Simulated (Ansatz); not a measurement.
A nudged elastic band was laid between two geometries of CH4BCl + H2 (9 atoms, charge 0, multiplicity 1).

Computed with Ansatz 0.2.0, RKS PBE0-D4/cc-pVDZ.

```yaml
movable_images: 7
climbing_image: yes
spring: 5.0 eV/Å²
optimiser: quadratic models (default)
start_path: through a guess of the saddle point
force_threshold: 0.05 eV/Å
iteration_limit: 60
end_points: relaxed
```

Initial state:

```xyz
9
Properties=species:S:1:pos:R:3
B -0.215 0.493 0.224
Cl -0.339 0.643 1.978
H 0.887 0.658 -0.236
C -1.461 0.199 -0.653
H -2.380 -0.026 -0.094
H -1.645 1.086 -1.289
H -1.244 -0.620 -1.360
H 0.534 -2.707 0.214
H 0.506 -2.396 0.910
```

Final state:

```xyz
9
Properties=species:S:1:pos:R:3
B -0.027 -0.452 -0.453
Cl -0.078 -0.205 2.294
H 0.949 0.260 -0.526
C -1.446 0.092 -0.805
H -2.281 -0.485 -0.380
H -1.593 1.165 -0.613
H -1.516 -0.036 -1.907
H 0.152 -1.644 -0.306
H 0.482 -1.366 2.391
```

(1) Which bonds break or form, and what moves?

(2) Give the energies along the band, and the barrier.

(3) What is the geometry of the highest image?

(4) What are the harmonic wavenumbers there?

Answers

(1) Bonds broken: B1–Cl2, H8–H9. Bonds formed: B1–H8, Cl2–H9. CH4BCl + H2 becomes CH5B + ClH.

(2) The forces met the threshold. The highest image is number 5 of 0 to 8, 1.02 eV above the first end and 0.21 eV above the last; the last end lies 0.81 eV above the first. A vibrational analysis at the climbing image gives one clearly imaginary mode, 566i cm⁻¹: a first-order saddle point. The orbitals stay closed-shell, which can raise the energy where a bond breaks towards radicals; this wasn't checked here.

```tsv
image	path coordinate (Å)	energy (eV)	B1–Cl2 (Å)	H8–H9 (Å)	B1–H8 (Å)
0	0.00	0.00	1.77	0.76	3.29
1	0.56	0.01	1.77	0.76	2.96
2	1.12	0.04	1.77	0.76	2.51
3	1.68	0.19	1.79	0.77	2.02
4	2.24	0.51	1.89	0.82	1.52
5	2.80	1.02	2.20	1.14	1.29
6	3.35	0.86	2.67	1.62	1.23
7	3.90	0.82	2.85	2.16	1.22
8	4.46	0.81	2.76	2.73	1.21
```

(3) 
```xyz
9
Properties=species:S:1:pos:R:3
B 0.007 -0.317 -0.064
Cl -0.162 -0.108 2.122
H 1.034 0.268 -0.285
C -1.391 0.000 -0.691
H -2.218 -0.583 -0.259
H -1.634 1.070 -0.602
H -1.349 -0.231 -1.771
H 0.249 -1.570 0.087
H 0.106 -1.198 1.160
```

(4) 566i, 193, 225, 523, 614, 764, 820, 958, 1007, 1032, 1160, 1323, 1361, 1427, 1442, 1616, 2242, 2674, 3051, 3132, 3161 cm⁻¹.

Time of the run: 4 min on 1 thread of Arm Neoverse V1, on a shared host, peak memory 0.14 GiB.
